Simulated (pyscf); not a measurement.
Optimised with ωB97X-D3(BJ)/def2-SVP in PySCF. MP2 and CC: frozen core, UHF for open shells. ΔMP2 is the change of the MP2 total energy from the triple- to the quadruple-zeta basis.

Problem. Estimate the classical barrier height and the reaction energy of H₂As–In [singlet] + water (H₂O) -> HO–InH–AsH₂ at CCSD(T)/def2-TZVPP + ΔMP2(QZVPP). The step runs on the singlet surface, breaks H–O and forms In–O, H–In; take the separated reactants as zero.

Solution. ΔE‡ = 42.0 kcal/mol, ΔE = -2.8 kcal/mol. Zero-point energy shifts the barrier by -2.2 kcal/mol. It is an insertion, with an imaginary mode of 1384i cm⁻¹. On the reactant side the descent ends in a bound adduct, 10.0 kcal/mol under the separated species and 52.8 kcal/mol under the saddle at ωB97X-D3(BJ)/def2-TZVP. One saddle was located; it need not be the lowest between these sides. The CCSD(T) − MP2 part came from Ansatz, without density fitting, on the same reference. The frozen core leaves the outer d or s,p core shells of the metals and heavy elements correlated in the MP2 and CC values, and def2-TZVPP describes them poorly, which can shift differences by a few kcal/mol. Elements up to Kr have no core potential and no relativistic terms here. Elements past Kr carry the def2 core potentials, without spin-orbit coupling.
